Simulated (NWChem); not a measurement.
Species: hydrogen sulfide (H2S); SMILES S

Results from NWChem. Pople sets run with spherical d functions. Coordinates come from a PBE0/def2-SVP optimisation. Static field.

Task: Taking PBE/aug-cc-pVTZ as the yardstick, which of these has the fewest basis functions while keeping “isotropic polarisability (bohr³)” within 2 % of it: PBE/Sadlej pVTZ; PBE/6-31G*; PBE/6-31+G*; PBE/def2-SVP; PBE/def2-SVPD; PBE/def2-TZVP; PBE/aug-cc-pVDZ; PBE/def2-TZVPD?

Result: PBE/def2-SVPD (a larger set in the list lies outside the tolerance).
```json
[
 {"level": "PBE/6-31G*", "basis functions": "22", "isotropic polarisability (bohr³)": "14.7"},
 {"level": "PBE/6-31+G*", "basis functions": "26", "isotropic polarisability (bohr³)": "17.7"},
 {"level": "PBE/def2-SVP", "basis functions": "28", "isotropic polarisability (bohr³)": "14.5"},
 {"level": "PBE/def2-SVPD", "basis functions": "43", "isotropic polarisability (bohr³)": "25.4"},
 {"level": "PBE/aug-cc-pVDZ", "basis functions": "45", "isotropic polarisability (bohr³)": "24.3"},
 {"level": "PBE/def2-TZVP", "basis functions": "49", "isotropic polarisability (bohr³)": "18.5"},
 {"level": "PBE/Sadlej pVTZ", "basis functions": "50", "isotropic polarisability (bohr³)": "25.9"},
 {"level": "PBE/def2-TZVPD", "basis functions": "64", "isotropic polarisability (bohr³)": "25.7"},
 {"level": "PBE/aug-cc-pVTZ", "basis functions": "96", "isotropic polarisability (bohr³)": "25.5"}
]
```

The yardstick is one finite set, not the basis-set limit.
